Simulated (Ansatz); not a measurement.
**Relaxing barium (bcc)**

All numbers below come from DFT, LDA (PW92), plane waves (420 eV) with PAW, scalar-relativistic in Ansatz. The PAW files were generated under PBE, with cores re-solved for the functional.

k-point mesh 9×9×9, Fermi-Dirac smearing 0.1 eV, no spin polarisation. Cell and atoms relax.

Starting structure:

```yaml
crystal:
  lattice:
    - [-2.5, 2.5, 2.5]
    - [2.5, -2.5, 2.5]
    - [2.5, 2.5, -2.5]
  atoms:
    - { symbol: Ba, position: [0.0, 0.0, 0.0] }
hamiltonian:
  xc: lda
  pseudopotentials:
    kind: paw
    azcp:
      Ba: "pseudopotentials/Ba.paw.azcp"
basis:
  ecutwfc: 420
  fft_grid_basis: typed
kpoints:
  mp_grid: { grid: [9, 9, 9], shift: [0, 0, 0] }
magnetization:
  spin_polarized: false
scf:
  occupations: { method: fermi_dirac, width: 0.1 }
relax:
  max_steps: 60
  f_tol: 0.01
  cell: {}
```

Q: The pressure at the start is -1.2 GPa. By how much does the volume change?

A: From 62.50 to 53.85 Å³ per atom, -13.8 %. The final cell has a = 4.758 Å.

Q: How much energy does the relaxation gain?

A: 36.4 meV per atom.

Path of the relaxation (the plane waves are chosen anew near the end, which can shift the energy a little):

```csv
step,E − E(final) (meV/atom),V (Å³/atom),P (GPa),max force (eV/Å)
0,36.43,62.500,-1.22,0.000
1,21.68,60.358,-0.98,0.000
2,0.41,52.866,0.17,0.000
3,-0.04,53.853,-0.02,0.000
4,0.00,53.853,-0.02,0.000
```
